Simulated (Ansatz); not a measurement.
## A ladder of methods for AlNH2F (SMILES [NH2][Al][F])

AlNH2F: 5 atoms, total charge 0, spin state doublet. As SMILES, `[NH2][Al][F]`. The shape is that of a PBE0-D4/def2-TZVP optimisation. This is one conformer, not always the lowest.

```
atom    x (Å)    y (Å)    z (Å)
   N  -0.3847   0.4990  -0.2638
  Al   0.6320  -0.2828   0.9495
   F   1.2287  -1.7868   0.5900
   H  -0.8043   1.4083  -0.1627
   H  -0.6217   0.0886  -1.1544
```

Each level gives the vertical ionisation energy (to the singlet cation) (eV). The values are calculated.

| level | kind | program | value (eV) |
| --- | --- | --- | --- |
| UBLYP/STO-3G | GGA | Ansatz | 4.06 |
| U-r2SCAN0/STO-3G | hybrid meta-GGA | Ansatz | 4.66 |
| UB3LYP/STO-3G | global hybrid | Ansatz | ? |
| UBHLYP/STO-3G | global hybrid | Ansatz | ? |
| UHSE06/STO-3G | range-separated hybrid | Ansatz | 4.48 |
| UBCCD(T)/STO-3G | coupled cluster or CI | Ansatz | 3.50 |
| UCCSD(T)/STO-3G | coupled cluster or CI | Ansatz | 3.49 |
| FCI/STO-3G | exact in the basis | Ansatz | 3.47 |

Q: Estimate what the levels marked ? give.

A: As computed at these levels: UB3LYP/STO-3G: 4.47 eV; UBHLYP/STO-3G: 4.64 eV. The values span 3.47 to 4.66 eV. All rows use very small basis sets, so even the best lies far from the true value.
